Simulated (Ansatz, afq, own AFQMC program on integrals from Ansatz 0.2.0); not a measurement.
AFQMC on a folder of integrals that Ansatz 0.2.0 wrote.

```yaml
crystal:
  periodic: [false, false, false]
  atoms:
    - {symbol: W, position_ang: [0.000000, 0.000000, 0.000000]}
    - {symbol: Cl, position_ang: [0.000000, 0.000000, 2.233000]}
basis:
  gaussian: {orbitals: def2-SVP}
magnetization: {spin_polarized: false, initial_magnetization: 3}
correlation: {method: ccsd_t, electrons: outside_noble_gas, hamiltonian_folder: ham}
```

```sh
$ ansatz run in.yaml --threads 1 --pin off --events-out ev --progress --plain --max-ram 1382MiB
```

Options of the walk:

```
--method phaseless --trial cisd --walkers 60 --populations 1 --least-time 40 --time-step 0.005 --steps-per-block 50 --equilibration-blocks 40 --max-blocks 300 --target-error 0.00043 --factor-cut 1e-05 --start spin_pure --seed 8550 --release-times 0.24,0.6,1.2,1.8,2.6 --release-step 0.04 --release-every 4 --taylor-order 6
```

Times are imaginary, in 1/Eh. The walk had a cap of 2743 s. Core potentials past Kr, no spin–orbit coupling.

Log:

```
orbitals 41  electrons 8 5  factors 328 of 475
reference energy -525.69004547 Eh
CCSD correlation -0.25514772 Eh in 23 cycles, weight of the determinant in the CISD state 0.8015
energy of the start -525.945197 Eh
 block  time / (1/Eh)  mean weight  energy / Eh
     1     0.250  0.9971  -525.941088
     2     0.500  0.9994  -525.941870
     3     0.750  1.0017  -525.946270
     4     1.000  0.9992  -525.948105
     5     1.250  0.9996  -525.951589
    10     2.500  1.0018  -525.951625
    49    12.250  1.0021  -525.948549
    89    22.250  1.0001  -525.956430
   129    32.250  0.9990  -525.954686
   169    42.250  1.0010  -525.962597
   209    52.250  0.9985  -525.949804
   249    62.250  0.9983  -525.955580
   281    70.250  0.9983  -525.943933
   289    72.250  0.9981  -525.962822
   321    80.250  1.0026  -525.991274
   329    82.250  1.0023  -525.949544
   337    84.250  0.9967  -525.952149
blocks merged  error / Eh  count
     1  0.000432  300
     2  0.000523  150
     4  0.000631  75
     8  0.000739  37
    16  0.000768  18
    32  0.000316  9
released: time / (1/Eh)  energy / Eh  error  mean overlap
  0.24  -525.954478  0.000784  1.0016
  0.60  -525.955667  0.000865  0.9939
  1.20  -525.955838  0.001026  0.9810
  1.80  -525.956684  0.001347  0.9794
  2.60  -525.959355  0.001583  0.9693
energy -525.955035 +/- 0.000768 Eh
(rows thinned)
```

The run passed its tests (sampling time, drift between the halves within three errors, error under three times the target), which doesn't prove that it has relaxed.

Against this walk (error 20.9 meV) on the same determinant: CCSD(T) 7.9 meV higher (within the noise), CCSDT(Q) 67.6 meV lower. The error is statistical and leaves out the bias of the constraint. The released energies are still falling (meV from the phaseless value at times in 1/Eh: 15 ± 21 at 0.24, -17 ± 24 at 0.60, -22 ± 28 at 1.20, -45 ± 37 at 1.80, -118 ± 43 at 2.60), so they give no level. CCSDT(Q) is the surest value here, so the walk's 68 meV above it is most likely the bias of the constraint with this trial, which can have either sign.

Cautions: constraint bias not in the error; error above the target (20.9 against 11.7 meV); no spin-orbit coupling; outer-core shells of the metal frozen; lower spins were not checked; higher spins were not checked; a spin-contaminated unrestricted determinant lies lower (UHF 610 meV lower, ⟨S²⟩ 4.52); strong correlation (T1 0.055, weight of the determinant 0.80, largest double 0.09); CCSDT(Q) on the UHF determinant differs (177 meV higher), so the two series follow different states; the bias of populations of 60 walkers isn't removed.

The walk took 16 min on 1 thread of Intel(R) Xeon(R) 6975P-C (Granite Rapids), on a shared host. The log's last line is the phaseless energy.

CCSDT and higher add their correlation energy to the determinant of the CCSD(T) run, since their own runs factorise the integrals more tightly (a shift of under 2 meV). A walk keeps the symmetry of its determinant, which the program's search chose and which needn't be the lowest solution, so a lower state of the same spin and another symmetry isn't excluded.
